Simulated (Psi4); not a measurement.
# Si2H4O (SMILES [SiH]O[SiH3]): DSD-PBEP86/6-311+G(d,p) (density fitting for correlation)

Aim: the vertical ionisation energy of Si2H4O at DSD-PBEP86/6-311+G** (density fitting for correlation), from 2 runs. 

The calculation is run with Psi4 1.11.

2 further runs of the same task are left out: 2 set aside as unsound or not needed.

**1. The structure to begin with**

Si2H4O has 7 atoms, charge 0, and is taken as a singlet. As SMILES, `[SiH]O[SiH3]`. The coordinates come from a PBE0-D4/def2-TZVP relaxation. This is one conformer, not always the lowest.

Bond lengths: Si1–O2 1.645 Å, O2–Si3 1.652 Å, Si1–H4 1.549 Å, Si3–H5 1.486 Å, Si3–H6 1.483 Å, Si3–H7 1.483 Å. Angles: Si1–O2–Si3 142.3°, O2–Si1–H4 97.6°, O2–Si3–H5 109.8°, O2–Si3–H6 108.5°, O2–Si3–H7 108.5°, H5–Si3–H6 110.1°, H5–Si3–H7 110.1°, H6–Si3–H7 109.7°.

**2. The energy at DSD-PBEP86/6-311+G(d,p) (density fitting for correlation)**

Contents of input.json:

```json
{
  "schema_name": "qcschema_input",
  "schema_version": 1,
  "molecule": {
    "schema_name": "qcschema_molecule",
    "schema_version": 2,
    "symbols": ["Si", "O", "Si", "H", "H", "H", "H"],
    "geometry": [-3.19722763, -2.78337761, -0.43501495, -0.69730894, -1.52198542, 0.91670614, 1.38252363, 0.7838584, 0.59790935, -3.36238969, -0.96357135, -2.72215048, 0.84395169, 2.2342232, -1.7449731, 1.20016506, 2.46382492, 2.83402227, 3.94612609, -0.34166248, 0.46695133],
    "molecular_charge": 0,
    "molecular_multiplicity": 1,
    "fix_symmetry": "c1",
    "fix_com": true,
    "fix_orientation": true
  },
  "driver": "energy",
  "model": {
    "method": "dsd-pbep86",
    "basis": "6-311+G**"
  },
  "keywords": {
    "puream": true,
    "e_convergence": 1e-09,
    "d_convergence": 1e-08,
    "scf_type": "pk",
    "dft_radial_points": 99,
    "dft_spherical_points": 590,
    "num_frozen_docc": 11
  }
}
```

Started as:

```sh
psi4 --qcschema input.json -n 1 --memory 1600MB
```

stdout:

```text
[...]
  Running in c1 symmetry.
[...]
  Nuclear repulsion =  140.853091802166688
[...]
  Multiplicity = 1
[...]
  Nalpha       = 20
  Nbeta        = 20
[...]
    Number of basis functions: 106
[...]
   @RKS iter   1:  -655.61704230976136   -6.82112e-01   5.50926e-03 ADIIS/DIIS
[...]
   @RKS iter  10:  -655.73562542392210   -2.29647e-11   5.87101e-09 DIIS
[...]
    Orbital Energies [Eh]
    ---------------------
    Doubly Occupied:
       1A    -67.879258     2A    -67.871095     3A    -20.071526
       4A     -5.864594     5A     -5.859400     6A     -4.054693
       7A     -4.053183     8A     -4.051966     9A     -4.050115
      10A     -4.050096    11A     -4.050033    12A     -1.235617
      13A     -0.724902    14A     -0.611233    15A     -0.540551
      16A     -0.521816    17A     -0.483334    18A     -0.426991
      19A     -0.425804    20A     -0.302110
[...]
  @RKS Final Energy:  -655.73562542392210
   => Energetics <=
    Nuclear Repulsion Energy =            140.8530918021666878
    One-Electron Energy =               -1188.4405812035067811
    Two-Electron Energy =                 406.5968212639737658
    DFT Exchange-Correlation Energy =     -14.7449572865558043
    Empirical Dispersion Energy =           0.0000000000000000
    VV10 Nonlocal Energy =                  0.0000000000000000
    Total Energy =                       -655.7356254239221016
[...]
 Multipole Moments:
 ------------------------------------------------------------------------------------
     Multipole            Electronic (a.u.)      Nuclear  (a.u.)        Total (a.u.)
 ------------------------------------------------------------------------------------
 L = 1.  Multiply by 2.5417464519 to convert [e a0] to [Debye]
 Dipole X            :         28.5317200          -28.3564744            0.1752456
 Dipole Y            :         37.1156124          -36.7763380            0.3392744
 Dipole Z            :         -8.6423942            8.4480207           -0.1943734
 Magnitude           :                                                    0.4284847
[...]
```

The result, in JSON:

```text
{
 "driver": "energy",
 "model": {
  "method": "dsd-pbep86",
  "basis": "6-311+G**"
 },
 "success": true,
 "return_result": -655.9432258533993,
 "properties": {
  "calcinfo_nbasis": 106,
  "calcinfo_nmo": 106,
  "calcinfo_nalpha": 20,
  "calcinfo_nbeta": 20,
  "calcinfo_natom": 7,
  "nuclear_repulsion_energy": 140.8530918021667,
  "return_energy": -655.9432258533993,
  "scf_one_electron_energy": -1188.4405812035068,
  "scf_two_electron_energy": 406.59682126397377,
  "scf_xc_energy": -14.744957286555804,
  "scf_dipole_moment": [0.17524558894452014, 0.3392744003130872, -0.1943734495687135],
  "scf_total_energy": -655.7356254239221,
  "scf_iterations": 10
 }
}
```

Run time: 12 s. Hardware: 1 thread of Intel Xeon 6975P-C (Granite Rapids), shared host; peak memory 0.62 GiB.

**3. The doublet cation, same level**

Contents of h4osi2.xyz:

```xyz
7
H4OSi2
Si    -1.691900    -1.472900    -0.230200
O     -0.369000    -0.805400     0.485100
Si     0.731600     0.414800     0.316400
H     -1.779300    -0.509900    -1.440500
H      0.446600     1.182300    -0.923400
H      0.635100     1.303800     1.499700
H      2.088200    -0.180800     0.247100
```

Contents of run_ase.py:

```python
import numpy as np
from ase.calculators.psi4 import Psi4
from ase.io import read

a = read('h4osi2.xyz')
calc = Psi4(atoms=a, method='dsd-pbep86', basis='6-311+G**', memory='1600MB', num_threads=1, charge=1, multiplicity=2, label='calc', reference='uks')
calc.psi4.set_options({'puream': True, 'e_convergence': 1e-09, 'd_convergence': 1e-08, 'scf_type': 'pk', 'dft_radial_points': 99, 'dft_spherical_points': 590, 'num_frozen_docc': 11, 'maxiter': 200})
a.calc = calc

print(f'energy: {a.get_potential_energy():.6f} eV')
```

Started as:

```sh
python run_ase.py
```

calc.dat:

```text
[...]
  Running in c1 symmetry.
[...]
  Nuclear repulsion =  140.853091692356998
[...]
  Multiplicity = 2
[...]
  Nalpha       = 20
  Nbeta        = 19
[...]
    Number of basis functions: 106
[...]
   @UKS iter   1:  -655.28836717957199   -3.53437e-01   5.37841e-03 DIIS/ADIIS
[...]
   @UKS iter  15:  -655.42264020296784   -5.45697e-12   5.09799e-09 DIIS
[...]
   @S^2 Observed:                7.678712693E-01
[...]
    Orbital Energies [Eh]
    ---------------------
    Alpha Occupied:
       1A    -68.208223     2A    -68.032674     3A    -20.306436
       4A     -6.189524     5A     -6.021853     6A     -4.381201
       7A     -4.378769     8A     -4.374621     9A     -4.215381
      10A     -4.211847    11A     -4.211605    12A     -1.465179
      13A     -0.955678    14A     -0.844240    15A     -0.742836
      16A     -0.735339    17A     -0.733047    18A     -0.633481
      19A     -0.590987    20A     -0.582073
    Alpha Virtual:
      21A     -0.268984    22A     -0.165162    23A     -0.108442
      24A     -0.093542    25A     -0.070724    26A     -0.065819
[...]
  @UKS Final Energy:  -655.42264020296784
   => Energetics <=
    Nuclear Repulsion Energy =            140.8530916923569976
    One-Electron Energy =               -1179.2889200398351477
    Two-Electron Energy =                 397.6719100085041987
    DFT Exchange-Correlation Energy =     -14.6587218639940637
    Empirical Dispersion Energy =           0.0000000000000000
    VV10 Nonlocal Energy =                  0.0000000000000000
    Total Energy =                       -655.4226402029678411
[...]
 Multipole Moments:
 ------------------------------------------------------------------------------------
     Multipole            Electronic (a.u.)      Nuclear  (a.u.)        Total (a.u.)
 ------------------------------------------------------------------------------------
 L = 1.  Multiply by 2.5417464519 to convert [e a0] to [Debye]
 Dipole X            :         -4.7543839            2.8489841           -1.9053998
 Dipole Y            :         -4.7970774            3.6895726           -1.1075049
 Dipole Z            :          0.1892730           -1.0516528           -0.8623798
 Magnitude           :                                                    2.3666040
[...]
```

Standard output:

```text
energy: -17840.321552 eV
```

It took 23 s on 1 thread of Intel Xeon 6975P-C (Granite Rapids), shared host; peak memory 0.64 GiB.

**4. What came out**

At DSD-PBEP86/6-311+G** (density fitting for correlation), 11 core orbitals frozen:

```
                                                                quantity          value
                                            singlet Si2H4O: total energy  -655.94323 Eh
                       singlet Si2H4O: HOMO energy (SCF part's orbitals)       -8.22 eV
                       singlet Si2H4O: LUMO energy (SCF part's orbitals)       -0.48 eV
                     singlet Si2H4O: HOMO–LUMO gap (SCF part's orbitals)        7.74 eV
                                            doublet cation: total energy  -655.61973 Eh
doublet cation: HOMO energy (SCF part's orbitals) (highest over α and β)      -15.84 eV
 doublet cation: LUMO energy (SCF part's orbitals) (lowest over α and β)       -8.82 eV
                                                    doublet cation: ⟨S²⟩          0.768
                      vertical ionisation energy (to the doublet cation)       8.803 eV
```

**Reading.** Removing an electron at fixed nuclei costs 8.80 eV (203 kcal/mol). −ε(HOMO) before ionisation, 8.22 eV, is 0.58 eV below this ionisation energy.
